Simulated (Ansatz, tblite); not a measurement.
# The cluster Be₂S₂−: a ladder of methods and basis sets

One table from this session's results is given with a row withheld; the runs are named, their logs left out.

Method: as each input shows; program: Ansatz 0.2.0, Gaussian basis.

The runs, in order: GFN1-xTB, GFN2-xTB, PBE-D4/def2-TZVPD, r2SCAN-D4/def2-TZVPD, r2SCAN0-D4/def2-TZVPD, B97M-V/def2-TZVPD, B2PLYP/def2-TZVPD, HSE06-D4/def2-TZVPD, r2SCANh-D4/def2-TZVPD, PBE-D4/def2-SVPD, PBE0-D4/def2-SVPD, HF/STO-3G, CCSD(T)/def2-TZVPPD, MP2/def2-TZVPD, RPA/def2-TZVPD.

### The relaxed structure

The geometry is that of the doublet, from an earlier relaxation (PBE0-D4/def2-TZVPD). At that level it is the lowest of the isomers that a small search found.

4 atoms, charge -1, spin multiplicity 2.

Bond lengths: Be1–S3 1.948 Å, Be1–S4 1.948 Å, Be2–S3 1.948 Å, Be2–S4 1.948 Å. Angles: S3–Be1–S4 116.4°, S3–Be2–S4 116.4°, Be1–S3–Be2 63.6°, Be1–S4–Be2 63.6°.

The ion is computed in the gas phase, without counter-ions or solvent.

PBE0-D4/def2-TZVPD was run before; its log isn't repeated, and its numbers join the tables.

Set-up of the first run:

Tight binding, by tblite at 300 K electronic temperature and without a spin-polarisation term:

```python
tblite.interface.Calculator('GFN1-xTB', numbers, positions, charge=-1, uhf=1).singlepoint()
```

Tight binding, by tblite at 300 K electronic temperature and without a spin-polarisation term:

```python
tblite.interface.Calculator('GFN2-xTB', numbers, positions, charge=-1, uhf=1).singlepoint()
```

start.molden holds the orbitals of an earlier run on this state, given as this run's starting guess.

Contents of in.yaml:

```yaml
crystal:
  periodic: [false, false, false]
  atoms:
    - {symbol: Be, position_ang: [1.015203, 0.144702, 0.052051]}
    - {symbol: Be, position_ang: [-1.015305, -0.144702, -0.052149]}
    - {symbol: S, position_ang: [-0.243061, 1.619390, 0.239820]}
    - {symbol: S, position_ang: [0.243163, -1.619390, -0.239721]}
basis:
  gaussian: {orbitals: def2-TZVPD, initial_orbitals: start.molden}
total_charge: -1
magnetization: {spin_polarized: true, initial_magnetization: 1}
hamiltonian: {xc: pbe, dispersion: d4}
scf: {omitted_lower_state_checks: [starts]}
output: {orbitals: {seedname: orbitals}}
```

Run with:

```
> ansatz run in.yaml --threads 4 --pin off --events-out ev --progress --plain --max-ram 3916MiB
```

Steps of the session up to this table: PBE-D4/def2-TZVPD; r2SCAN-D4/def2-TZVPD; r2SCAN0-D4/def2-TZVPD; B97M-V/def2-TZVPD; B2PLYP/def2-TZVPD; HSE06-D4/def2-TZVPD; r2SCANh-D4/def2-TZVPD; PBE-D4/def2-SVPD; PBE0-D4/def2-SVPD; HF/STO-3G; CCSD(T)/def2-TZVPPD; MP2/def2-TZVPD; RPA/def2-TZVPD.

One table of the session follows, with a row left open; its other results are not shown here.

It belongs to the step «Levels side by side». 

| level | HOMO (eV) | LUMO (eV) | gap (eV) |
| --- | --- | --- | --- |
| HF/STO-3G | 1.65 | 11.07 | 9.42 |
| PBE-D4/def2-SVPD | 0.57 | 1.84 | 1.27 |
| PBE-D4/def2-TZVPD | 0.56 | 1.79 | 1.23 |
| r2SCAN-D4/def2-TZVPD | 0.40 | 2.12 | 1.72 |
| B97M-V/def2-TZVPD | 0.64 | 1.56 | 0.93 |
| r2SCANh-D4/def2-TZVPD | 0.18 | 2.29 | 2.11 |
| PBE0-D4/def2-SVPD | ? | ? | ? |
| PBE0-D4/def2-TZVPD | -0.02 | 2.42 | 2.44 |
| r2SCAN0-D4/def2-TZVPD | -0.15 | 2.51 | 2.66 |
| HSE06-D4/def2-TZVPD | 0.33 | 2.09 | 1.76 |

**Question.** Estimate the row for PBE0-D4/def2-SVPD.

As computed: HOMO (eV): -0.03; LUMO (eV): 2.51; gap (eV): 2.53. In the column «HOMO (eV)» it lies between r2SCAN0-D4/def2-TZVPD (-0.15) and PBE0-D4/def2-TZVPD (-0.02).
